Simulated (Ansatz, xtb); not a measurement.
## HOSi2: where a starting geometry ends

The starting geometry of this gas-phase doublet has its atoms placed at random.

```xyz
4

O     0.3469    1.6763   -0.1936
Si   -0.9761   -0.1108    1.3333
Si    0.6716    0.1653   -0.2972
H    -0.5423   -1.3111    0.4362
```

Problem. Guess where an optimisation with r2SCAN-D4/def2-SVP ends from this start.

Solution. It ends as a structure with H4 bridging Si3 and Si2, given below by its coordinates. Distances that change by over a tenth: O1–Si3 (1.55 → 1.73 Å). Contacts that close: O1–Si2 (2.70 → 1.73 Å), Si3–H4 (2.05 → 1.72 Å).

The energy falls by 1.92 eV over 12 steps:

```tsv
step	E − E(last) (eV)
1	1.925
2	1.304
3	0.882
5	0.267
6	0.107
7	0.067
8	0.015
10	0.000
11	0.000
12	0.000
```

Final geometry (Å):

| atom | x (Å) | y (Å) | z (Å) |
| --- | --- | --- | --- |
| O | -0.0938 | 1.2893 | 0.1324 |
| Si | -0.8742 | 0.2371 | 1.2616 |
| Si | 0.8811 | -0.0624 | -0.3330 |
| H | -0.4129 | -1.0442 | 0.2178 |

From the same start GFN2-xTB ends elsewhere, differing in O1–Si2 (3.67 against 1.73 Å here), Si3–H4 (2.87 against 1.72 Å here).

From so rough a start the end depends on the optimiser's path, so another program may land elsewhere. The end wasn't checked by frequencies. Open shells are spin-unrestricted. Run with Ansatz 0.2.0, 77 s on 1 thread of Intel(R) Xeon(R) Platinum 8259CL CPU @ 2.50GHz (Skylake/Cascade Lake), on a shared host.
